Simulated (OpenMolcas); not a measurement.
How methods differ on CF2 (SMILES F[C]F)

CF2 has 3 atoms, charge 0, and is taken as a singlet. SMILES: `F[C]F`. The shape is that of a GFN2-xTB optimisation.

```xyz
3

F     0.3969    1.0328    0.3328
C     0.3268   -0.2722    0.1497
F    -0.7238   -0.7606   -0.4825
```

Quantity: the energy change with the C2–F3 bond stretched from 1.320 to 2.640 Å, in eV. The values are calculated.

```
                     level                 kind     program  value (eV)  less FCI/STO-3G  CPU time (all runs)
    HF/STO-3G (restricted)         Hartree–Fock  OpenMolcas        8.93            +5.39                2.8 s
   PBE/STO-3G (restricted)                  GGA  OpenMolcas        5.29            +1.75                 12 s
r2SCAN/STO-3G (restricted)             meta-GGA  OpenMolcas        5.73            +2.19                 14 s
 B3LYP/STO-3G (restricted)        global hybrid  OpenMolcas        6.17            +2.63                7.3 s
B2PLYP/STO-3G (restricted)        double hybrid  OpenMolcas        5.55            +2.01                6.4 s
   MP2/STO-3G (restricted)  perturbation theory  OpenMolcas        5.10            +1.56                  3 s
     SC-NEVPT2(2,2)/STO-3G       multireference  OpenMolcas        3.37            -0.17                2.8 s
                FCI/STO-3G   exact in the basis  OpenMolcas        3.54             0.00                 27 s
```

FCI/STO-3G is exact within its basis and frozen core, so for wave-function methods in that basis the difference is their error; functionals converge differently with the basis, so for them it is only a difference. Spin-restricted single references rise too steeply as a bond breaks, Hartree–Fock most of all. The first shape isn't each level's own minimum. The values span 3.37 to 8.93 eV. All rows use very small basis sets, so even the best lies far from the true value. CPU times are rough (shared hosts, several kinds of processor): they show what a rung costs within a factor of a few.
